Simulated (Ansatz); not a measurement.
Mulliken charges of CH₄S, SMILES `CS` from r2SCAN/def2-TZVPP in Ansatz (PBE0-D4/def2-TZVP geometry).

| atom | x (Å) | y (Å) | z (Å) | charge (e) |
| --- | --- | --- | --- | --- |
| C1 | -0.145 | -0.282 | -0.375 | -0.145 |
| S2 | 0.565 | 0.042 | 1.254 | -0.182 |
| H3 | -1.184 | 0.040 | -0.430 | 0.081 |
| H4 | -0.109 | -1.363 | -0.512 | 0.082 |
| H5 | 0.439 | 0.187 | -1.166 | 0.081 |
| H6 | 0.434 | 1.377 | 1.229 | 0.083 |

Problem. By hand: the dipole of these point charges (1 e Å = 4.8032 D).

Solution. Σ q r = (-0.115, 0.054, -0.243) e Å, of length 0.274 e Å = 1.32 D.

Problem. How does the dipole of the full density compare? (Best estimate.)

Solution. Ansatz gave: (-0.139, 0.098, -0.287) e Å, 1.60 D; the point charges give 0.82 times that, at 6° from its direction.

Point charges leave out the atoms' own dipoles, such as those of lone pairs, and Mulliken's split depends on the basis, so the two needn't agree.
